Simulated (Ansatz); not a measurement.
Si2H2⁻. The state is a doublet with charge -1. Geometry r2SCAN-D4/def2-TZVPD.

```xyz
4

Si   -1.118   -0.307    0.380
Si    0.985   -1.066    0.005
H     1.495    0.391    0.028
H    -1.362    0.982   -0.413
```

HSE06 is defined as in plane-wave codes, on full-range PBE exchange. At PBE-D4/def2-TZVPD, r2SCAN-D4/def2-TZVPD, HSE06-D4/def2-TZVPD the highest occupied level of the charge -1 doublet lies above zero (up to 0.46 eV). The electron is either unbound and held by the finite basis, or the level is raised by self-interaction error. Another isomer (doublet) lies 0.33 eV lower at PBE0-D4/def2-TZVPD; other spin states weren't run for this one.

(1) Estimate the α-spin orbital energies around the gap (eV) in Ansatz with PBE-D4/def2-TZVPD, r2SCAN-D4/def2-TZVPD, PBE0-D4/def2-TZVPD, HSE06-D4/def2-TZVPD.

## Answers

(1) 
```tsv
orbital	PBE-D4/def2-TZVPD	r2SCAN-D4/def2-TZVPD	PBE0-D4/def2-TZVPD	HSE06-D4/def2-TZVPD
HOMO−9	-88.63	-90.81	-94.07	-93.67
HOMO−8	-88.60	-90.76	-94.07	-93.67
HOMO−7	-88.45	-90.61	-93.92	-93.51
HOMO−6	-88.38	-90.54	-93.85	-93.45
HOMO−5	-7.75	-8.35	-9.59	-9.16
HOMO−4	-5.35	-5.79	-6.86	-6.44
HOMO−3	-2.60	-2.94	-3.82	-3.42
HOMO−2	-0.70	-0.88	-1.63	-1.25
HOMO−1	0.22	-0.04	-0.68	-0.29
HOMO	0.35	0.10	-0.50	-0.12
LUMO	2.20	2.26	2.85	2.49
LUMO+1	3.61	4.20	4.08	3.78
LUMO+2	3.80	4.36	4.34	4.01
LUMO+3	4.63	5.05	5.23	4.88
LUMO+4	4.97	5.46	5.58	5.23
LUMO+5	5.40	6.10	5.94	5.60
β HOMO	0.46	0.28	-0.36	0.02
β LUMO	1.32	1.64	2.15	1.77
```
